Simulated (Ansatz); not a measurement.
A run of Ansatz (development build ahead of 0.2.0) on triplet CO at this shape:

```json
{"atom": "C", "x (Å)": "0.0000", "y (Å)": "0.0000", "z (Å)": "0.0000"}
{"atom": "O", "x (Å)": "0.0000", "y (Å)": "0.0000", "z (Å)": "3.0000"}
```

Its results:

```json
{
  "Converged": "yes",
  "Total energy": "-112.78835 hartree",
  "Spin squared of the determinant": "2.000",
  "Stability test": "minimum among restricted orbitals"
}
```

(1) Which input gives this output? Name the method, the orbitals and the basis set, and write the input.

Results:

(1) PBE (restricted open-shell) in pcseg-2.

```yaml
crystal:
  periodic: [false, false, false]
  atoms:
    - { symbol: C, position_ang: [0.0, 0.0, 0.0] }
    - { symbol: O, position_ang: [0.0, 0.0, 3.0] }
basis:
  gaussian: { orbitals: pcseg-2 }
magnetization:
  initial_magnetization: 2
hamiltonian:
  xc: pbe
```

Caution: stretched shape with no unrestricted run beside it, a lower state can exist; charge can spread falsely over distant fragments.
